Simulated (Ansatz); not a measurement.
Rock-salt KI: LDA at its full settings (plane-wave cutoff 520 eV, 8×8×8 k mesh, Fermi–Dirac smearing 0.01 eV, scalar-relativistic PAW data made under PBE) and at cheaper ones, in a cell of 2 atoms with Γ-centred meshes.

```tsv
level and setting	lattice constant a (Å)	bulk modulus B0 (GPa)
LDA (Ansatz)	6.818	16.0
LDA (2×2×2 k mesh) (Ansatz)	6.953	14.2
LDA (4×4×4 k mesh) (Ansatz)	6.819	16.0
```

Largest shifts from the full settings: lattice constant a +1.98 % (LDA (2×2×2 k mesh)); bulk modulus -11.3 % (LDA (2×2×2 k mesh)), against a difference of +26 % of the full result from the reference 12.7 GPa (measured, 4 K, not corrected to a static lattice; as tabulated in Doll and Stoll (1998), arXiv:cond-mat/9801031).

Ansatz's density-functional and Hartree–Fock values are scalar-relativistic unless marked +SOC, with PAW data made under PBE.

Run with cheap settings on purpose, which may leave them unconverged: LDA (2×2×2 k mesh), LDA (4×4×4 k mesh).

Ansatz is an electronic-structure program.
